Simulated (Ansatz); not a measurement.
Write a Python script for the Ansatz DFT code, driven from Python that makes an active-space calculation of CH4OSi, SMILES C[Si]O. Use (for the species named): Hartree-Fock, 6-31G* basis, multiplicity 1.

```yaml
atoms:
  - { symbol: C, position_ang: [-0.6779, 0.4529, -0.2995] }
  - { symbol: Si, position_ang: [1.0462, 0.0809, -0.5784] }
  - { symbol: O, position_ang: [1.5327, -1.2015, 0.3228] }
  - { symbol: H, position_ang: [-1.2992, -0.3359, -0.5722] }
  - { symbol: H, position_ang: [-1.0290, 1.3420, -0.9454] }
  - { symbol: H, position_ang: [-0.9206, 0.7742, 0.7324] }
  - { symbol: H, position_ang: [1.4092, -1.1806, 1.2947] }
```

Script `ch4osi_cas.py`:
```python
'''Static correlation in CH4OSi: natural occupations of an active space.'''

import ansatz


def main() -> None:
    geometry = (
        ansatz.Crystal.molecule()
        .atom('C', (-0.6779, 0.4529, -0.2995))
        .atom('Si', (1.0462, 0.0809, -0.5784))
        .atom('O', (1.5327, -1.2015, 0.3228))
        .atom('H', (-1.2992, -0.3359, -0.5722))
        .atom('H', (-1.029, 1.342, -0.9454))
        .atom('H', (-0.9206, 0.7742, 0.7324))
        .atom('H', (1.4092, -1.1806, 1.2947))
    )

    setup = (
        geometry.calculation()
        .basis(gaussian='6-31G*')
        .correlation(active_electrons=6, active_orbitals=6)
    )
    for method in [None, 'sc_nevpt2']:
        data = (setup if method is None else setup.correlation(method)).run(threads=1).report
        space = data['configurations']
        state = space['states'][0]
        print(method or 'casscf', f'total {data["free_energy_ev"] / 27.211386246:.6f} Ha, active-space state {state["energy"]["hartree"]:.6f} Ha, mean field {data["reference_energy_ev"] / 27.211386246:.6f} Ha')
        print('  determinants', state['n_determinants'], ' natural occupations', [round(n, 3) for n in space['natural_occupations']])
    print('effectively unpaired electrons, sum of min(n, 2 - n):', round(sum(min(n, 2 - n) for n in space['natural_occupations']), 3))


if __name__ == '__main__':
    main()
```

Running `python ch4osi_cas.py` prints:
```text
casscf total -404.035301 Ha, active-space state -404.035301 Ha, mean field -403.945698 Ha
  determinants 400  natural occupations [1.979, 1.978, 1.976, 0.024, 0.022, 0.021]
Warning: the results are in doubt because another end's mean lies 0.572 eV lower, and its corrected mean 0.319 eV higher
RunWarning: the results are in doubt because another end's mean lies 0.572 eV lower, and its corrected mean 0.319 eV higher
sc_nevpt2 total -404.324976 Ha, active-space state -404.014273 Ha, mean field -403.945698 Ha
  determinants 400  natural occupations [1.983, 1.977, 1.916, 0.085, 0.023, 0.016]
effectively unpaired electrons, sum of min(n, 2 - n): 0.249
```
(Warnings from the package without file and line.)

Reading the output:
- Total energies depend on the basis set; only differences at equal settings carry meaning.
- The geometry is a force-field or estimated start, not a minimum of this method, and the basis set is short of its limit. The active space starts as a window about the frontier orbitals and is then optimised, not chosen by chemistry.
- A lower CASSCF solution was found and passed over, so the printed active-space state isn't the lowest.
- It ran for 12 s on 1 thread of Arm Neoverse V2, on a shared host, peak memory 0.16 GiB.

(Lines on the test bed's own set-up are left out of the output.)
